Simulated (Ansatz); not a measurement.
Reaction (homolysis of the C–O bond): `CC(O)(F)CF` → `C[C](F)CF`• + `[OH]`•

Program: Ansatz. Geometries: PBE0-D4/def2-TZVP. ΔE: electronic, gas phase. CCSD(T)/CBS is the MP2 limit (def2-TZVPP, def2-QZVPP) plus CCSD(T) − MP2 in def2-TZVPP, frozen cores. This one scheme is used for every species. DFT in def2-TZVPP. B3LYP here is the variant with VWN-RPA as its local correlation; programs differ in this. HSE06 is defined as in plane-wave codes. Open shells (•) are unrestricted, without spin–orbit coupling. One conformer a species, not always the lowest.

```tsv
level	ΔE (kJ/mol)	difference from CCSD(T)/CBS
PBE-D4	443.2	-15.6
revPBE-D4	424.5	-34.3
BLYP-D4	419.9	-38.9
r2SCAN-D4	425.3	-33.5
B97M-V	437.1	-21.7
PBE0-D4	434.6	-24.2
r2SCANh-D4	421.8	-37.0
r2SCAN0-D4	416.7	-42.1
HSE06-D4	434.8	-24.0
BHLYP-D4	409.2	-49.6
CAM-B3LYP-D4	437.7	-21.1
ωB97X-V	449.0	-9.8
B2PLYP	434.2	-24.6
PBE	437.7	-21.1
revPBE	404.4	-54.4
BLYP	407.2	-51.6
r2SCAN	423.9	-34.9
PBE0	429.9	-28.9
B3LYP	414.3	-44.5
r2SCANh	420.3	-38.5
r2SCAN0	415.1	-43.7
HSE06	430.6	-28.2
BHLYP	403.4	-55.4
CAM-B3LYP	433.2	-25.6
LC-ωPBE	435.5	-23.3
RPA@PBE/def2-TZVPP	425.0	-33.8
HF/def2-SVP	311.4	-147.4
MP2/def2-SVP	480.4	21.6
CCSD/def2-SVP	442.1	-16.7
CCSD(T)/def2-SVP	451.5	-7.3
HF/def2-TZVPP	292.6	-166.2
MP2/def2-TZVPP	481.2	22.4
SCS-MP2/def2-TZVPP	466.1	7.3
CCSD/def2-TZVPP	434.2	-24.6
HF/def2-QZVPP	291.6	-167.2
MP2/def2-QZVPP	487.2	28.4
SCS-MP2/def2-QZVPP	472.7	13.9
HF/CBS(def2)	291.5	-167.3
MP2/CBS(def2)	492.3	33.5
CCSD/CBS(def2)	445.3	-13.5
CCSD(T)/CBS	458.8	0
```

Largest T1 diagnostic among the species: 0.014.

Leaving LDA and LC-ωPBE aside and taking each functional with its dispersion term where it has one, the values, not all of them listed here, spread over 44.2 kJ/mol, from BHLYP-D4 to ωB97M-V. LDA lies +103.7 kJ/mol from PBE without D4, its usual overbinding. At CCSD(T), def2-SVP lies −7.3 kJ/mol from the extrapolated value and def2-TZVPP −11.1 kJ/mol.
